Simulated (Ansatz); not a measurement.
# One shape, several levels: [BH4]− (SMILES [H][B-]([H])([H])[H])

Aim: a comparison of 6 runs (HF/6-31G, B2PLYP/6-31G, UB3LYP/6-31G, UPBE0/3-21G, UPBE0/6-31G, MP2/3-21G) of [BH4]−. 

The calculation is run with Ansatz 0.2.0.

## (1) The molecule

The species is [BH4]− (5 atoms), meant as a singlet with charge -1. SMILES: `[H][B-]([H])([H])[H]`. The H3–B1 distance was set to 1.536 Å, away from the relaxed value.

Bond lengths: B1–H2 1.229 Å, B1–H4 1.229 Å, B1–H5 1.229 Å. Angles: H2–B1–H4 109.5°, H2–B1–H5 109.5°, H4–B1–H5 109.5°.

## (2) The energy at HF/6-31G (run 1)

The input, molecule.yaml:

```yaml
crystal:
  periodic: [false, false, false]
  atoms:
    - symbol: B
      position_ang: [-0.288635, -0.003197, 0.105130]
    - symbol: H
      position_ang: [-0.276755, -0.023587, 1.334300]
    - symbol: H
      position_ang: [1.154650, 0.011840, -0.420810]
    - symbol: H
      position_ang: [-0.876235, 1.004803, -0.282380]
    - symbol: H
      position_ang: [-0.867565, -1.001887, -0.315510]
basis:
  gaussian:
    orbitals: 6-31G
total_charge: -1
hamiltonian:
  xc: hf
accuracy: high
```

Launch:

```bash
$ ansatz run molecule.yaml --threads 1 --pin off --max-ram 2610MiB --events-out events.jsonl --progress --plain --runs-dir runs
```

The log of the run:

```text
Warning: RAYON_NUM_THREADS=1 ignored (pool sized by the plan → 1); use --threads N
Functional definition: HF
  name "HF"
  exchange = exact_x
  correlation = 0
414 factors; integrals over basis functions are off by at most 2.4e-9 eV
mean field evaluation 1: about -732.3331 eV, gradient 1.1e1 eV
mean field evaluation 2: about -732.3305 eV, gradient 1.1e1 eV
mean field evaluation 4: about -732.9119 eV, gradient 7.3e-1 eV
mean field evaluation 8: about -732.9143 eV, gradient 2.2e-7 eV
mean field -732.91429606 eV, -26.9341035929 hartree, gradient 7.2e-8 eV, S^2 0.000000; 0 other end points of the search recorded, 0 dependent functions left out
reference -732.91429606 eV, -26.9341035929 hartree; 5, 5 occupied and 12, 12 virtual orbitals, 414 factors
Total energy: -732.91429606 eV, -26.9341035929 hartree
```

Run time: 0.1 s. Hardware: 1 thread of Arm Neoverse V2, shared host.

## (3) A single-point energy at B2PLYP/6-31G (run 2)

The input, in.yaml:

```yaml
crystal:
  periodic: [false, false, false]
  atoms:
    - symbol: B
      position_ang: [-0.288635, -0.003197, 0.105130]
    - symbol: H
      position_ang: [-0.276755, -0.023587, 1.334300]
    - symbol: H
      position_ang: [1.154650, 0.011840, -0.420810]
    - symbol: H
      position_ang: [-0.876235, 1.004803, -0.282380]
    - symbol: H
      position_ang: [-0.867565, -1.001887, -0.315510]
basis:
  gaussian:
    orbitals: 6-31G
total_charge: -1
hamiltonian:
  xc: {name: B2PLYP}
correlation:
  frozen_orbitals: {B: 1, H: 0}
accuracy: high
```

Launch:

```bash
$ ansatz run in.yaml --threads 1 --pin off --max-ram 2610MiB --events-out events.jsonl --progress --plain --runs-dir runs
```

The log of the run:

```text
Warning: RAYON_NUM_THREADS=1 ignored (pool sized by the plan → 1); use --threads N
Functional definition: B2PLYP
  name "B2PLYP"
  parameter a = 0.53
  parameter c = 0.27
  exchange = (1 - a)*b88_x + a*exact_x
  correlation = (1 - c)*lyp_c + c*(mp2_os + mp2_ss)
414 factors; integrals over basis functions are off by at most 2.4e-9 eV
mean field evaluation 1: about -737.7072 eV, gradient 5.7e0 eV
mean field evaluation 2: about -737.7011 eV, gradient 5.6e0 eV
mean field evaluation 4: about -737.8709 eV, gradient 6.7e-1 eV
mean field evaluation 8: about -737.8725 eV, gradient 4.6e-4 eV
mean field -737.87250230 eV, -27.1163143115 hartree, gradient 1.2e-8 eV, S^2 0.000000; 0 other end points of the search recorded, 0 dependent functions left out
1 core orbitals not correlated: weight in the atoms' cores, before any rotation towards them, 1.000 or more for the frozen orbitals, at most 0.000 for the correlated occupied ones
reference -737.87251913 eV, -27.1163149301 hartree; 4, 4 occupied and 12, 12 virtual orbitals, 414 factors
second order -2.65298745 eV of doubles, -0.00000000 eV of singles
Total energy: -738.58882574 eV, -27.1426387125 hartree
```

It took 0.79 s on 1 thread of Arm Neoverse V2, shared host; peak memory 0.097 GiB.

Runs 3 to 5 aren't shown in full; the table further down has their settings and results.

## (4) The energy at MP2/3-21G (run 6)

The input, job.yaml:

```yaml
crystal:
  periodic: [false, false, false]
  atoms:
    - {symbol: B, position_ang: [-0.288635, -0.003197, 0.105130]}
    - {symbol: H, position_ang: [-0.276755, -0.023587, 1.334300]}
    - {symbol: H, position_ang: [1.154650, 0.011840, -0.420810]}
    - {symbol: H, position_ang: [-0.876235, 1.004803, -0.282380]}
    - {symbol: H, position_ang: [-0.867565, -1.001887, -0.315510]}
basis:
  gaussian: {orbitals: 3-21G.json}
total_charge: -1
correlation: {method: mp2, frozen_orbitals: {B: 1, H: 0}}
accuracy: high
```

The basis set 3-21G is read from a file made from the Basis Set Exchange's data (not shown).

Launch:

```bash
$ ansatz run job.yaml --threads 1 --pin off --max-ram 2610MiB --events-out events.jsonl --progress --plain --runs-dir runs
```

The log of the run:

```text
Warning: RAYON_NUM_THREADS=1 ignored (pool sized by the plan → 1); use --threads N
[... 4 set-up lines as earlier in the session ...]
342 factors; integrals over basis functions are off by at most 7.2e-9 eV
mean field evaluation 1: about -728.6072 eV, gradient 1.1e1 eV
mean field evaluation 2: about -728.5982 eV, gradient 1.1e1 eV
mean field evaluation 4: about -729.1116 eV, gradient 6.2e-1 eV
mean field evaluation 8: about -729.1129 eV, gradient 5.2e-5 eV
mean field -729.11291263 eV, -26.7944053288 hartree, gradient 9.5e-8 eV, S^2 0.000000; 0 other end points of the search recorded, 0 dependent functions left out
1 core orbitals not correlated: weight in the atoms' cores, before any rotation towards them, 1.000 or more for the frozen orbitals, at most 0.000 for the correlated occupied ones
reference -729.11291263 eV, -26.7944053288 hartree; 4, 4 occupied and 12, 12 virtual orbitals, 342 factors
second order -2.07591945 eV of doubles, -0.00000000 eV of singles
Total energy: -731.18883208 eV, -26.8706939613 hartree
```

It took 0.08 s on 1 thread of Arm Neoverse V2, shared host.

## (5) All runs side by side

| run | level | frozen core orbitals | energy (Eh) | wall time |
| --- | --- | --- | --- | --- |
| 1 | HF/6-31G | – | -26.934104 | 0.1 s |
| 2 | B2PLYP/6-31G | 1 | -27.142639 | 0.79 s |
| 3 | UB3LYP/6-31G | – | -27.223225 | 0.93 s |
| 4 | UPBE0/3-21G | – | -27.023177 | 0.85 s |
| 5 | UPBE0/6-31G | – | -27.166132 | 0.89 s |
| 6 | MP2/3-21G | 1 | -26.870694 | 0.08 s |

## (6) What came out

| quantity | value |
| --- | --- |
| run 6: total energy | -26.87069 Eh |
| run 6: correlation energy (1 core orbital frozen) | -76.3 mEh |

What this shows: Totals of different functionals can't be ranked against each other. All runs together took 3.6 s, the longest 0.93 s.
